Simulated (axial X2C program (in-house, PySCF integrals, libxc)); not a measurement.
**SPS²⁺: bond lengths and stretches, held linear**

An exercise on one series of results from a longer session: the logs are not shown, and one member is left open.

Method: all-electron X2C, two-component (2c) or spin-free, S dyall-av3z, P dyall-v3z; program: an in-house X2C program for linear molecules on PySCF integrals.

All values are calculated.

2 further runs of the same task are left out: 2 set aside as unsound or not needed.

The first run:

task.json reads:

```json
{
 "zs": [
  16,
  15,
  16
 ],
 "q": 2,
 "bas": [
  "dyall-av3z",
  "dyall-v3z",
  "dyall-av3z"
 ],
 "r0": [
  1.96,
  1.96
 ],
 "symm": 1,
 "scan": [
  "PBE0",
  "HF",
  "TPSSh"
 ],
 "levels": [
  "PBE0",
  "HF",
  "BHandHLYP"
 ],
 "nst": 2
}
```

Keys: zs atomic numbers; q charge; bas basis sets; r0 starting distance in Å; symm equal bonds; scan levels of the two-bond scan; levels methods; nst determinants followed.

Command:

```bash
python solin.py task.json out
```

Masses S 31.972, P 30.974, S 31.972 u.

Among the steps run: Scan at PBE0, 2c; Scan at TPSSh, 2c; Scan at PBE0, spin-free.

One of the session's tables, all rows but one given; the rest of the session is left out.

| level | lower stretch (cm⁻¹) | upper stretch (cm⁻¹) |
| --- | --- | --- |
| PBE0, 2c | 516.0 | 623.8 |
| TPSSh, 2c | 506.9 | 656.9 |
| PBE0, spin-free | 516.2 | 623.2 |
| TPSSh, spin-free | ? | ? |

Q: Estimate the row for TPSSh, spin-free from the others.

The run gave: lower stretch (cm⁻¹): 507.1; upper stretch (cm⁻¹): 656.7. In the column «lower stretch (cm⁻¹)» it lies between TPSSh, 2c (506.9) and PBE0, 2c (516.0).

Scans not shown above were run alike.

A multiply charged ion may be only metastable. The molecule was held linear; bending was not examined, so a bent shape may lie lower. Note: functional without a current term on a determinant with orbital currents, of the molecule or an atom.
